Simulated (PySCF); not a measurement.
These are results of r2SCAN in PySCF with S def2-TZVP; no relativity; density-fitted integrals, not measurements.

```xyz
3
charge 0 multiplicity 1, angstrom
S     0.0000    0.0000   -0.6554
S     1.6467    0.0000    0.3277
S    -1.6467    0.0000    0.3277
```

S₃ (singlet), along the line from S1 (at 0) through S2 (at 1.918 Å).

Problem. Tabulate the fields along this line at -0.58, -0.48, -0.38, -0.29, -0.19, -0.10, 0.10, 0.19, 0.29, 0.38, 0.48, 0.58, 0.67, 0.77, 0.86, 0.96, 1.05, 1.15, 1.25, 1.34, 1.44, 1.53, 1.63, 1.73, 1.82, 2.01, 2.11, 2.21, 2.30, 2.40, 2.49, 2.59, 2.69, 2.78, 2.88, 2.97, 3.07 Å.

Solution. 
| distance (Å) | electron density (e/Å³) | electron localisation function | electrostatic potential (V) |
| --- | --- | --- | --- |
| -0.58 | 1.29 | 0.164 | 57 |
| -0.48 | 1.95 | 0.0738 | 85.5 |
| -0.38 | 5.25 | 0.295 | 133 |
| -0.29 | 20.2 | 0.806 | 225 |
| -0.19 | 72.3 | 0.847 | 462 |
| -0.10 | 200 | 0.24 | 1410 |
| 0.10 | 199 | 0.238 | 1410 |
| 0.19 | 71.6 | 0.842 | 463 |
| 0.29 | 20.2 | 0.799 | 225 |
| 0.38 | 5.39 | 0.291 | 133 |
| 0.48 | 2.15 | 0.0859 | 86.2 |
| 0.58 | 1.57 | 0.232 | 57.9 |
| 0.67 | 1.45 | 0.609 | 40 |
| 0.77 | 1.38 | 0.79 | 28.9 |
| 0.86 | 1.31 | 0.825 | 22.9 |
| 0.96 | 1.27 | 0.818 | 20.9 |
| 1.05 | 1.28 | 0.79 | 22.6 |
| 1.15 | 1.31 | 0.716 | 28.5 |
| 1.25 | 1.37 | 0.499 | 39.3 |
| 1.34 | 1.48 | 0.177 | 56.8 |
| 1.44 | 2.07 | 0.0776 | 84.8 |
| 1.53 | 5.35 | 0.307 | 132 |
| 1.63 | 20.2 | 0.806 | 224 |
| 1.73 | 71.3 | 0.84 | 461 |
| 1.82 | 199 | 0.235 | 1410 |
| 2.01 | 200 | 0.238 | 1410 |
| 2.11 | 72.2 | 0.846 | 460 |
| 2.21 | 20.2 | 0.806 | 223 |
| 2.30 | 5.24 | 0.299 | 131 |
| 2.40 | 1.95 | 0.0764 | 84 |
| 2.49 | 1.28 | 0.18 | 55.6 |
| 2.59 | 1.04 | 0.52 | 37.4 |
| 2.69 | 0.834 | 0.749 | 25.3 |
| 2.78 | 0.639 | 0.812 | 17.3 |
| 2.88 | 0.471 | 0.814 | 11.9 |
| 2.97 | 0.338 | 0.791 | 8.24 |
| 3.07 | 0.237 | 0.752 | 5.77 |

On a grid of 0.10 Å the density has a local minimum along the bond near 0.96 Å from S, at 1.27 e/Å³, where the ELF is 0.82.
